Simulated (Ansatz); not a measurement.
Input file:

```yaml
crystal:
  periodic: [false, false, false]
  atoms:
    - {symbol: B, position_ang: [0.000000, -0.015192, 1.474708]}
    - {symbol: Al, position_ang: [0.000000, -0.015192, -0.765743]}
    - {symbol: H, position_ang: [0.000000, 1.589802, 2.539353]}
    - {symbol: H, position_ang: [0.000000, -1.020172, 2.141344]}
basis:
  gaussian: {orbitals: 6-31G}
magnetization: {spin_polarized: true, initial_magnetization: 0}
hamiltonian: {xc: hf}
scf: {lower_state_search: full}
output: {forces: true, orbitals: {seedname: orbitals}}
```

```sh
$ ansatz run in.yaml --threads 1 --pin off --events-out ev --progress --plain --max-ram 1536MiB
```

Log:

```
328 factors; integrals over basis functions are off by at most 2.6e-4 eV
mean field evaluation 1: about -7279.8457 eV, gradient 7.0e0 eV
mean field evaluation 2: about -7279.8446 eV, gradient 6.9e0 eV
mean field evaluation 4: about -7280.7313 eV, gradient 7.1e-1 eV
mean field evaluation 8: about -7280.7442 eV, gradient 1.5e-3 eV
mean field evaluation 16: about -7280.8266 eV, gradient 9.9e-2 eV
mean field evaluation 32: about -7280.8517 eV, gradient 1.0e-5 eV
mean field evaluation 64: about -7280.8012 eV, gradient 1.3e-4 eV
mean field evaluation 96: about -7280.7774 eV, gradient 6.3e-1 eV
mean field evaluation 128: about -7280.7537 eV, gradient 4.5e-1 eV
mean field evaluation 160: about -7279.8912 eV, gradient 3.8e0 eV
mean field evaluation 192: about -7280.7458 eV, gradient 1.6e-1 eV
mean field evaluation 224: about -7280.0341 eV, gradient 6.1e0 eV
mean field -7280.85170644 eV, -267.5663650730 hartree, gradient 4.6e-6 eV, S^2 0.617237; 8 other end points of the search recorded, 0 dependent functions left out
the calculation of the forces begins
reference -7280.85170644 eV, -267.5663650730 hartree; 10, 10 occupied and 16, 16 virtual orbitals, 328 factors
WARN: the results are in doubt because the forces break the atoms' symmetry
Total energy: -7280.85170644 eV, -267.5663650730 hartree
Atom 0 at     0.000000    -0.015192     1.474708 Å, force     0.013128     1.950010     1.505063 eV/Å
Atom 1 at     0.000000    -0.015192    -0.765743 Å, force    -0.003517     0.212447     0.128861 eV/Å
Atom 2 at     0.000000     1.589802     2.539353 Å, force    -0.003701    -2.650371    -1.768018 eV/Å
Atom 3 at     0.000000    -1.020172     2.141344 Å, force    -0.005910     0.487915     0.134095 eV/Å
Dipole moment:     0.020084    -0.223123    -0.217970 e Å
In doubt: the forces break the atoms' symmetry
```

Ran on 1 thread of Intel Xeon, shared host: 0.99 s wall, 0.09 GiB peak host memory.
